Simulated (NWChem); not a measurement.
System: methanol (CH₄O); SMILES CO

Program: NWChem. The geometry was optimised at PBE0-D3(BJ)/def2-TZVP. Ions are spin-unrestricted doublets at the neutral geometry; other ion states weren't tried. Functional: LC-ωPBE (HJS hole) with def2-SVP; rows give the range parameter ω in 1/bohr.

At which range parameter does −ε(HOMO) equal the ΔSCF ionisation energy (optimal tuning)?

about 0.48 per bohr, by linear interpolation in these runs:
```json
[
 {"range parameter (1/bohr)": "0.05", "vertical ionisation energy, ΔSCF (eV)": "10.47", "−ε(HOMO) (eV)": "6.49", "ΔSCF minus −ε(HOMO) (eV)": "3.98"},
 {"range parameter (1/bohr)": "0.20", "vertical ionisation energy, ΔSCF (eV)": "10.60", "−ε(HOMO) (eV)": "8.55", "ΔSCF minus −ε(HOMO) (eV)": "2.05"},
 {"range parameter (1/bohr)": "0.35", "vertical ionisation energy, ΔSCF (eV)": "10.82", "−ε(HOMO) (eV)": "10.06", "ΔSCF minus −ε(HOMO) (eV)": "0.76"},
 {"range parameter (1/bohr)": "0.40", "vertical ionisation energy, ΔSCF (eV)": "10.90", "−ε(HOMO) (eV)": "10.45", "ΔSCF minus −ε(HOMO) (eV)": "0.45"},
 {"range parameter (1/bohr)": "0.50", "vertical ionisation energy, ΔSCF (eV)": "11.01", "−ε(HOMO) (eV)": "11.09", "ΔSCF minus −ε(HOMO) (eV)": "-0.08"}
]
```
